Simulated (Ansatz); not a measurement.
# CH6AlO+ (SMILES C[OH+][AlH2]): molecular dynamics

Aim: follow the atoms for 30 steps of 0.75 fs with a Langevin thermostat, with velocities drawn for 300 K.

Method: B3LYP-D4/pcseg-2; program: Ansatz 0.2.0, Gaussian basis.

## 1. The system as given

SMILES `C[OH+][AlH2]`, 9 atoms, charge 1, spin multiplicity 1.

Atoms are counted from 1 here; the program's logs count them from 0.

Bond lengths: C1–O2 1.464 Å, C1–H4 1.094 Å, C1–H5 1.091 Å, C1–H6 1.091 Å, O2–Al3 1.794 Å, O2–H7 0.975 Å, Al3–H8 1.518 Å, Al3–H9 1.518 Å. Angles: O2–C1–H4 107.5°, O2–C1–H5 109.8°, O2–C1–H6 109.8°, H4–C1–H5 109.6°, H4–C1–H6 109.6°, H5–C1–H6 110.6°, C1–O2–Al3 124.6°, C1–O2–H7 108.7°, Al3–O2–H7 126.6°, O2–Al3–H8 110.4°, O2–Al3–H9 114.4°, H8–Al3–H9 135.2°.

As a file:

| atom | x (Å) | y (Å) | z (Å) |
| --- | --- | --- | --- |
| C1 | -0.3510 | 1.0473 | -0.5833 |
| O2 | 0.3684 | -0.2151 | -0.4083 |
| Al3 | 0.2407 | -1.2690 | 1.0373 |
| H4 | -0.9568 | 1.2077 | 0.3138 |
| H5 | -1.0012 | 0.9840 | -1.4567 |
| H6 | 0.3608 | 1.8662 | -0.6943 |
| H7 | 0.9150 | -0.3762 | -1.1988 |
| H8 | 1.1026 | -2.5072 | 0.8679 |
| H9 | -0.6783 | -0.7376 | 2.1222 |

## 2. The run

md/in.yaml reads:

```yaml
crystal:
  periodic: [false, false, false]
  atoms:
    - {symbol: C, position_ang: [-0.351040, 1.047330, -0.583300]}
    - {symbol: O, position_ang: [0.368350, -0.215120, -0.408270]}
    - {symbol: Al, position_ang: [0.240730, -1.269040, 1.037310]}
    - {symbol: H, position_ang: [-0.956850, 1.207730, 0.313840]}
    - {symbol: H, position_ang: [-1.001240, 0.983970, -1.456680]}
    - {symbol: H, position_ang: [0.360790, 1.866200, -0.694250]}
    - {symbol: H, position_ang: [0.915020, -0.376220, -1.198830]}
    - {symbol: H, position_ang: [1.102560, -2.507210, 0.867940]}
    - {symbol: H, position_ang: [-0.678320, -0.737630, 2.122240]}
basis:
  gaussian: {orbitals: pcseg-2}
total_charge: 1
hamiltonian: {xc: {name: B3LYP}, dispersion: d4}
md: {n_steps: 30, timestep: 0.75, temperature: 300, ensemble: nvt_langevin, seed: 300, friction: 0.01, initial_velocities: maxwell_boltzmann}
```

Launch:

```console
$ ansatz run in.yaml --threads 2 --pin off --events-out ev --progress --plain --max-ram 3481MiB
```

**Question.** What will these runs give? Wanted: temperature at the start; mean temperature, second half; lowest and highest potential energy, from the first frame; largest change of potential + kinetic.

The runs gave:

| quantity | value |
| --- | --- |
| length | 30 steps, 22.5 fs |
| temperature at the start | 267 K |
| mean temperature, second half | 249 K |
| lowest and highest potential energy, from the first frame | -41 and 134 meV |
| largest change of potential + kinetic | 108.9 meV |

What this shows: The thermostat trades energy with the molecule, so the sum of potential and kinetic energy isn't conserved: it changes by +39 meV over the run. The mean temperature of the second half is still well below the 300 K set. With 9 atoms the instant temperature spans 209 to 302 K. No bond breaks or forms, judged by distance. Under Langevin the temperature counts 3N degrees of freedom, more than the drawn velocities fill, so it starts at 267 K, not 300 K.
